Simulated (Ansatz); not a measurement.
This script makes a ladder of basis sets of C2H5F, SMILES CCF with the Ansatz DFT code, driven from Python.

`basis_c2h5f.py`:
```python
'''Basis-set convergence for C2H5F.'''

import ansatz as az
from ase import Atoms

atoms = Atoms(['C', 'C', 'F', 'H', 'H', 'H', 'H', 'H'], positions=[
    (-0.4058, 0.5167, -0.2457),
    (0.3601, -0.6115, 0.2335),
    (1.5828, -0.1709, 0.5205),
    (-1.3973, 0.2607, -0.5136),
    (0.0123, 0.9986, -1.1609),
    (-0.5028, 1.3573, 0.5073),
    (0.4749, -1.3812, -0.5285),
    (-0.0321, -1.0268, 1.1316),
])
mol = az.Crystal.molecule_from_ase(atoms)

setup = mol.calculation().correlation('mp2')

energies = {}
for basis in ['cc-pVDZ', 'cc-pVTZ']:
    report = setup.basis(gaussian=basis).run(threads=1, backend='cpu').report
    size = report['n_frozen'] + report['n_occupied'][0] + report['n_virtual'][0]
    energies[basis] = (report['reference_energy_ev'] / 27.211386246, report['free_energy_ev'] / 27.211386246)
    print(f'{basis:14s} {size:4d} orbitals  reference {energies[basis][0]:14.6f} Ha  total {energies[basis][1]:14.6f} Ha')

# correlation energy at the basis limit from E(X) = E + A / X^3
small, large = (energies[b][1] - energies[b][0] for b in ('cc-pVDZ', 'cc-pVTZ'))
limit = (3 ** 3 * large - 2 ** 3 * small) / (3 ** 3 - 2 ** 3)
print(f'correlation energy: {small:.6f} and {large:.6f} Ha, extrapolated {limit:.6f} Ha')
print(f'share caught by the larger set: {100 * large / limit:.1f} %')
```

How far does the total energy move along this ladder of basis sets?

Against cc-pVDZ: cc-pVTZ -192.9 mHa. The last step alone is -192.95 mHa.

The run itself:

```console
$ python basis_c2h5f.py
cc-pVDZ          67 orbitals  reference    -178.080804 Ha  total    -178.553669 Ha
cc-pVTZ         160 orbitals  reference    -178.141458 Ha  total    -178.746614 Ha
correlation energy: -0.472865 and -0.605157 Ha, extrapolated -0.660859 Ha
share caught by the larger set: 91.6 %
```

Reading the output:
- The drop along the ladder measures the basis error, and is no property of the molecule.
- The geometry is a force-field or estimated start, not a minimum of this method, and the last set is no limit. Much of the fall in a total is atomic energy, which cancels in bond and reaction energies.
- Inner cores stay frozen, so this is valence correlation.
- An extrapolation from small basis sets is rough.
- It ran for 2.9 s on 1 thread of Arm Neoverse V2, on a shared host, peak memory 0.32 GiB.

(Lines on the test bed's own set-up are left out of the output.)
